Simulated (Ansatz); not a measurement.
# Basis-set limit of AlSiH, triplet

```csv
atom,x (Å),y (Å),z (Å)
Si,0.0000,0.0000,2.0886
Al,0.0000,0.0000,-0.2449
H,0.0000,0.0000,-1.8437
```

Connectivity, by distances: Si–AlH.

Ansatz 0.2.0, UHF determinant, valence electrons correlated. Energies in eV.

```tsv
set	X	functions	Hartree–Fock	MP2 correlation	CCSD(T) correlation	time
def2-TZVPP	3	98	-14459.0453	-3.8485	-4.9348	6 s on 1 × NVIDIA H100 80GB HBM3 with 1 thread of AMD EPYC 7R13 Processor (Zen 3), with other jobs on the host
def2-QZVPP	4	170	-14459.4477	-4.1318	-5.1583	10 s on 1 × NVIDIA H100 80GB HBM3 with 1 thread of AMD EPYC 7R13 Processor (Zen 3) (shared host)
```

Hartree–Fock is taken to follow E(X) = E∞ + A·exp(−7.88·√X), correlation E(X) = E∞ + B·X^−2.97.

Task: Work out the CCSD(T) energy at the limit, and how far the shortcut misses it that extrapolates MP2 and adds CCSD(T) minus MP2 from the smaller set.

Result: Hartree–Fock: E∞ = E4 + 0.1377·(E4 − E3) = -14459.5031. Correlation: E∞ = E4 + 0.7407·(E4 − E3) = -5.3239 for CCSD(T) and -4.3416 for MP2. The limit is -14464.8270 eV, 0.221 eV below def2-QZVPP. The shortcut gives a correlation energy of -4.3416 + (-1.0863) = -5.4279, 104 meV lower than the direct value.

Past Ne part of the Hartree–Fock step between the two sets comes from the cores, which don't follow the formula, so the 55 meV that it adds to the total can overshoot; that part largely cancels in differences.
